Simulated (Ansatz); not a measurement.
**H₂O₂+ (doublet): from Hartree-Fock to the top rungs, def2-QZVPP**

How much of the correlation energy of H₂O₂+ (doublet) does each wave-function method recover here?

Computed with Ansatz 0.2.0, Gaussian basis. Level: def2-QZVPP, core rule «outside noble gas», up to 2 orbitals frozen.

To be run: UHF; ROHF; CCSD(T) on UHF.

2 further runs of the same task are left out: 2 set aside as unsound or not needed. Runs told in other sessions of the task aren't counted.

## (1) What is computed

The geometry is a PBE0/def2-TZVP stationary point (not a proven minimum) of the parent state, kept for this charge and spin.

4 atoms, charge 1, spin multiplicity 2.

Atoms are counted from 1 here; the program's logs count them from 0.

Bond lengths: O1–H3 0.969 Å, O2–H4 0.969 Å.

In the tables R marks a restricted open-shell determinant and U an unrestricted one; energies count from the table's Hartree-Fock row.

## (2) UHF

File in.yaml:

```yaml
crystal:
  periodic: [false, false, false]
  atoms:
    - {symbol: O, position_ang: [0.000000, -0.114833, 0.934723]}
    - {symbol: O, position_ang: [0.000000, 0.114833, -0.934723]}
    - {symbol: H, position_ang: [0.000000, 0.851694, 1.008223]}
    - {symbol: H, position_ang: [0.000000, -0.851694, -1.008223]}
basis:
  gaussian: {orbitals: "def2-QZVPP.json"}
total_charge: 1
magnetization: {spin_polarized: true, initial_magnetization: 1}
hamiltonian: {xc: hf}
output: {orbitals: {seedname: orbitals}}
```

Started as:

```bash
> ansatz run in.yaml --threads 1 --pin off --events-out ev --progress --plain --max-ram 2393MiB
```

The program printed:

```text
Functional definition: HF
  name "HF"
  cite "Fock, Z. Phys. 61, 126 (1930) doi:10.1007/BF01340294"
  parent pbe
  exchange = exact_x
  correlation = 0
586 factors; their error is unknown
mean field evaluation 1: about -4088.8245 eV, gradient 2.0e1 eV
mean field evaluation 2: about -4090.1513 eV, gradient 7.9e0 eV
mean field evaluation 4: about -4090.3717 eV, gradient 4.9e-1 eV
mean field evaluation 8: about -4090.3936 eV, gradient 2.5e-1 eV
mean field evaluation 16: about -4090.3938 eV, gradient 7.8e-4 eV
mean field evaluation 32: about -4093.9779 eV, gradient 2.0e-5 eV
mean field evaluation 64: about -4090.9488 eV, gradient 3.6e0 eV
mean field evaluation 96: about -4090.1311 eV, gradient 2.0e1 eV
mean field evaluation 128: about -4092.8395 eV, gradient 4.9e0 eV
mean field evaluation 160: about -4092.8029 eV, gradient 1.7e0 eV
mean field evaluation 192: about -4090.3938 eV, gradient 5.2e-3 eV
mean field -4093.97792269 eV, -150.4509136609 hartree, gradient 4.6e-6 eV, S^2 1.541358; 5 other end points of the search recorded, 0 dependent functions left out
reference -4093.97792269 eV, -150.4509136609 hartree; 9, 8 occupied and 165, 166 virtual orbitals, 586 factors
Total energy: -4093.97792269 eV, -150.4509136609 hartree
```

Run time: 8 s. Hardware: 1 thread of Arm Neoverse V2, shared host; peak memory 0.26 GiB.

From the report: ⟨S²⟩ of the determinant 1.541 (pure doublet: 0.75). The determinant of HF (⟨S²⟩ 1.54) is far from a pure spin state, so its energy mixes those of several spin states; that is harmless only where they are near-degenerate.

## (3) ROHF

in.yaml, as its differences from that of step 2:

```diff
@@ -10,3 +10,3 @@
 total_charge: 1
-magnetization: {spin_polarized: true, initial_magnetization: 1}
+magnetization: {spin_polarized: false, initial_magnetization: 1}
 hamiltonian: {xc: hf}
```

Same command.

The program printed:

```text
Functional definition: HF
  name "HF"
  cite "Fock, Z. Phys. 61, 126 (1930) doi:10.1007/BF01340294"
  parent pbe
  exchange = exact_x
  correlation = 0
586 factors; their error is unknown
mean field evaluation 1: about -4088.7580 eV, gradient 2.7e1 eV
mean field evaluation 2: about -4089.8240 eV, gradient 1.0e1 eV
mean field evaluation 4: about -4089.9844 eV, gradient 3.8e-1 eV
mean field evaluation 8: about -4090.0039 eV, gradient 3.3e-1 eV
mean field evaluation 16: about -4090.0041 eV, gradient 8.6e-6 eV
mean field evaluation 32: about -4089.9859 eV, gradient 3.6e-3 eV
mean field evaluation 64: about -4087.8449 eV, gradient 2.6e1 eV
mean field evaluation 96: about -4092.4699 eV, gradient 2.7e-5 eV
mean field -4092.46991745 eV, -150.3954954906 hartree, gradient 2.7e-5 eV, S^2 0.750000; 3 other end points of the search recorded, 0 dependent functions left out
reference -4092.46991745 eV, -150.3954954906 hartree; 9, 8 occupied and 165, 166 virtual orbitals, 586 factors
Total energy: -4092.46991745 eV, -150.3954954906 hartree
```

Run time: 3.7 s. Hardware: 1 thread of Arm Neoverse V2, shared host; peak memory 0.25 GiB.

## (4) CCSD(T) on UHF

in.yaml, as its differences from that of step 3:

```diff
@@ -10,4 +10,3 @@
 total_charge: 1
-magnetization: {spin_polarized: false, initial_magnetization: 1}
-hamiltonian: {xc: hf}
-output: {orbitals: {seedname: orbitals}}
+magnetization: {spin_polarized: true, initial_magnetization: 1}
+correlation: {method: ccsd_t, electrons: outside_noble_gas}
```

Started as:

```bash
> ansatz run in.yaml --threads 4 --pin off --events-out ev --progress --plain --max-ram 9574MiB
```

The program printed (excerpt; [...] marks lines left out):

```text
Functional definition: HF
  name "HF"
  cite "Fock, Z. Phys. 61, 126 (1930) doi:10.1007/BF01340294"
  parent pbe
[...]
1082 factors; integrals over basis functions are off by at most 1.9e-3 eV
[...]
mean field -4093.97799253 eV, -150.4509162277 hartree, gradient 2.3e-6 eV, S^2 1.541359; 23 other end points of the search recorded, 0 dependent functions left out
determinant -4093.97799253 eV, -150.4509162277 hartree, with singles and doubles -4106.09299287 eV, -150.8961342782 hartree
determinant -4093.83256176 eV, -150.4455717454 hartree, with singles and doubles -4105.70792277 eV, -150.8819832129 hartree
determinant -4093.13209729 eV, -150.4198301507 hartree, with singles and doubles -4105.92107174 eV, -150.8898162932 hartree
determinant -4093.08703623 eV, -150.4181741876 hartree, with singles and doubles -4105.71217196 eV, -150.8821393678 hartree
[...]
determinant -4093.08703623 eV, -150.4181741876 hartree, with singles and doubles -4106.00641265 eV, -150.8929525139 hartree
determinant -4092.79766657 eV, -150.4075400487 hartree, with singles and doubles -4106.01707353 eV, -150.8933442940 hartree
determinant -4090.39385440 eV, -150.3192015807 hartree, with singles and doubles -4105.97245928 eV, -150.8917047505 hartree
2 core orbitals not correlated: weight in the atoms' cores, before any rotation towards them, 1.000 or more for the frozen orbitals, at most 0.000 for the correlated occupied ones
reference -4092.79766658 eV, -150.4075400490 hartree; 7, 6 occupied and 165, 166 virtual orbitals, 1082 factors
second order -11.66700213 eV of doubles, -0.00000000 eV of singles
cycle   1  -11.71814228 eV  change    -1.3e0 eV  update   8.9e-2
[...]
cycle  27  -13.21936824 eV  change    2.7e-8 eV  update   2.8e-7
perturbative correction -0.95901763 eV, -0.0352432479 hartree
WARN: these amplitudes may be one of several solutions (largest doubles amplitude 0.18, level shift 6.97 eV)
Total energy: -4106.97605246 eV, -150.9285861194 hartree
```

It took 6.3 min on 4 threads of Arm Neoverse V2, shared host; peak memory 4.9 GiB.

From the report: ⟨S²⟩ of the determinant 1.632 (pure doublet: 0.75); correlation -14.1784 eV; T1 0.101; largest double amplitude 0.18. The determinant of CCSD(T) (⟨S²⟩ 1.63) is far from a pure spin state, so its energy mixes those of several spin states; high orders of coupled cluster remove much of that, low ones don't. The report flags that the cluster equations may have other roots.

## (5) Misses and costs

No level here is safe as a reference; UCCSD(T) serves as a yardstick only. Rows without a time are mean-field rows or come out of runs for another level: lower rungs of the coupled-cluster runs, or the Hartree-Fock search.

```csv
method,energy from the lowest ROHF (kJ/mol),from UCCSD(T) (kJ/mol),time
ROHF,0.0,+1399.6,
UMP2,-1157.3,+242.3,
UCCSD,-1307.1,+92.5,
UCCSD(T),-1399.6,0,6.3 min
```

Left out of the table: UHF (another determinant or state than the rows shown).

The program flags UCCSD(T) as in doubt (see the logs), so the zero of the table is itself unsure.

## (6) What came out

| quantity | value |
| --- | --- |
| UCCSD(T) from the ROHF energy | -14.5061 eV |
| UMP2 from UCCSD(T) | +242.3 kJ/mol |

Coupled cluster took another determinant than the lowest Hartree-Fock one. Warnings: spin contamination; coupled cluster took another determinant than the lowest.
